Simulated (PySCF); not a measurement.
Aza analogues, thiophene 1N. All species are isolated molecules in the gas phase. Strings in code marks are SMILES.

The dipole moment from two functionals at the same geometries (PBE0-D4/def2-TZVP), both in PySCF: PBE-D3(BJ)/def2-TZVP and PBE0-D4/def2-TZVP. 

```json
[
 {"species": "`c1ccsc1`", "PBE0-D4/def2-TZVP (D)": "0.49"},
 {"species": "`c1scnc1`", "PBE0-D4/def2-TZVP (D)": "1.59"},
 {"species": "`n1cccs1`", "PBE0-D4/def2-TZVP (D)": "2.40"}
]
```

Q: What does PBE-D3(BJ)/def2-TZVP give for each?

A: 
- `c1ccsc1`: 0.43
- `c1scnc1`: 1.54
- `n1cccs1`: 2.27
Over these rows, drawn at random from the members with no instability flagged (it was tested for open shells, ions and some series alone), PBE minus PBE0-D4: mean -0.08 D, from -0.13 D to -0.05 D.
